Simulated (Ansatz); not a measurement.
in.yaml

```yaml
crystal:
  periodic: [false, false, false]
  atoms:
    - {symbol: F, position_ang: [0.078047, -0.005454, 1.398547]}
    - {symbol: As, position_ang: [0.005284, 0.002920, -0.340090]}
    - {symbol: H, position_ang: [-0.973470, -1.119689, -0.549830]}
    - {symbol: H, position_ang: [-0.890349, 1.005423, -0.531615]}
basis:
  gaussian: {orbitals: cc-pVDZ}
magnetization: {spin_polarized: true, initial_magnetization: 0}
correlation: {method: bccd, electrons: outside_noble_gas}
accuracy: high
```

```sh
$ ansatz run in.yaml --threads 1 --pin off --events-out ev --progress --plain --max-ram 2393MiB
```

The program prints:

```
1059 factors; integrals over basis functions are off by at most 4.5e-9 eV
mean field evaluation 1: about -63530.6981 eV, gradient 1.7e1 eV
mean field evaluation 2: about -63530.7218 eV, gradient 1.7e1 eV
mean field evaluation 4: about -63531.9360 eV, gradient 1.2e0 eV
mean field evaluation 8: about -63531.9514 eV, gradient 1.5e-3 eV
mean field evaluation 16: about -63531.9167 eV, gradient 2.6e-1 eV
mean field -63531.95138395 eV, -2334.7561498569 hartree, gradient 8.4e-8 eV, S^2 0.000000; 0 other end points of the search recorded, 0 dependent functions left out
15 core orbitals not correlated: weight in the atoms' cores, before any rotation towards them, 0.998 or more for the frozen orbitals, at most 0.002 for the correlated occupied ones
reference -63531.95138395 eV, -2334.7561498569 hartree; 7, 7 occupied and 29, 29 virtual orbitals, 1059 factors
second order -8.15224233 eV of doubles, -0.00000000 eV of singles
cycle   1  -8.45950613 eV  change   -3.1e-1 eV  update   7.3e-2
cycle   2  -8.67994570 eV  change   -2.2e-1 eV  update   2.5e-2
cycle   3  -8.74706233 eV  change   -6.7e-2 eV  update   1.4e-2
cycle   4  -8.74215778 eV  change    4.9e-3 eV  update   3.0e-3
cycle   5  -8.74072242 eV  change    1.4e-3 eV  update   1.1e-3
cycle   6  -8.74068568 eV  change    3.7e-5 eV  update   3.3e-4
cycle   7  -8.74059094 eV  change    9.5e-5 eV  update   1.1e-4
cycle   8  -8.74058672 eV  change    4.2e-6 eV  update   3.6e-5
cycle   9  -8.74059988 eV  change   -1.3e-5 eV  update   1.4e-5
cycle  10  -8.74059923 eV  change    6.4e-7 eV  update   4.5e-6
cycle  11  -8.74060049 eV  change   -1.3e-6 eV  update   2.0e-6
cycle  12  -8.74060125 eV  change   -7.6e-7 eV  update   8.0e-7
cycle  13  -8.74060151 eV  change   -2.6e-7 eV  update   3.3e-7
cycle  14  -8.74060139 eV  change    1.2e-7 eV  update   1.5e-7
cycle  15  -8.74060137 eV  change    1.8e-8 eV  update   5.4e-8
cycle  16  -8.74060138 eV  change   -9.2e-9 eV  update   2.6e-8
cycle  17  -8.74060116 eV  change    2.2e-7 eV  update   8.9e-8
cycle  18  -8.74060116 eV  change    2.3e-9 eV  update   3.0e-8
cycle  19  -8.74060114 eV  change    1.6e-8 eV  update   1.1e-8
cycle  20  -8.74060114 eV  change    2.0e-9 eV  update   4.1e-9
cycle  21  -8.74060114 eV  change   -1.4e-9 eV  update   1.1e-9
Total energy: -63540.69198510 eV, -2335.0773610244 hartree
```

Ran on 1 thread of Arm Neoverse V2, shared host: 3.2 s wall, 0.2 GiB peak host memory.
